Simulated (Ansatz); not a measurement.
Total energies of (NaH)2 ring (Na₂H₂) from Ansatz at PBE-D4/def2-TZVP, gas phase (1 Eh = 27.2114 eV = 2625.5 kJ/mol). The reference geometry is relaxed at PBE0-D4/def2-TZVP.

Cartesian coordinates in Å:
```
Na 0.7690 -1.1628 0.1553
H 1.2503 0.8729 0.3463
Na -0.7690 1.1628 -0.1559
H -1.2503 -0.8729 -0.3458
```

```json
{"state": "charge 0 singlet", "geometry": "reference", "energy (Eh)": "-325.51263"}
{"state": "charge 1 doublet", "geometry": "reference", "energy (Eh)": "-325.25611"}
{"state": "charge 1 doublet", "geometry": "relaxed at PBE0-D4/def2-TZVP", "energy (Eh)": "-325.28566"}
```

(1) Work out the vertical ionisation energy to the doublet.

(2) How much does the charge 1 doublet relax, and what is the adiabatic ionisation energy?

(1) E(charge 1 doublet) − E(charge 0 singlet) = -325.25611 − (-325.51263) = 0.25652 Eh = 6.98 eV. For comparison, −ε of the highest occupied level is 3.99 eV at this level, 2.99 eV less.

(2) Relaxation: -325.25611 − (-325.28566) = 0.02955 Eh = 0.80 eV. Adiabatic ionisation energy: 0.22697 Eh = 6.18 eV, without zero-point energy.
